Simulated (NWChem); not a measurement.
## ethanol (C₂H₆O) in NWChem

```
C
H 1 1.1026
H 1 1.1104 2 106.39
O 1 1.4131 2 105.92 3 118.78
H 4 0.9664 1 107.98 2 -178.17
C 1 1.5247 2 109.88 3 -118.77
H 6 1.1015 1 110.58 2 -61.95
H 6 1.1026 7 108.50 1 -122.24
H 6 1.1043 7 107.89 8 -116.10
```
Charge 0, spin multiplicity 1.

The numbers come from NWChem runs, not from measurements. Structure: optimised with B3LYP/def2-SVP, a minimum by its harmonic frequencies. It is one conformer; others weren't searched.

No SCF solution was tested for a lower state.

Worked example. At BP86/def2-TZVP the molecule has a total energy of -155.10202 Ha and the free atoms (multiplicities C 3, O 3, H 2) H -0.50002, O -75.08606, C -37.84645 Ha. The electronic atomisation energy is the atoms' sum less the molecule's energy.

2·(-37.84645) + 1·(-75.08606) + 6·(-0.50002) = -153.77908 Ha for the atoms; less the molecule's energy this leaves 1.32294 Ha, or 830.2 kcal/mol (3473 kJ/mol), without zero-point, thermal or spin-orbit terms.
